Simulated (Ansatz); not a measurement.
Results of PBEsol in Ansatz (plane waves, PAW) for hcp Cd.

Numerical settings: plane-wave cutoff 500 eV, 24×24×1 k mesh (along the axes of the cell as run), Fermi–Dirac smearing 0.1 eV, scalar-relativistic PAW data made under PBE.

Question: Estimate the surface energy of the (0001) face and work function of the (0001) face that the calculation returns.

Answer: 
- surface energy of the (0001) face: 0.34 J/m²
- work function of the (0001) face: 3.97 eV

The slab of 6 atoms is relaxed and unreconstructed.

The computed numbers hold no vibrational or temperature effects.

It cost roughly 80 core-seconds of CPU time.

Ansatz is a program for electronic structure.
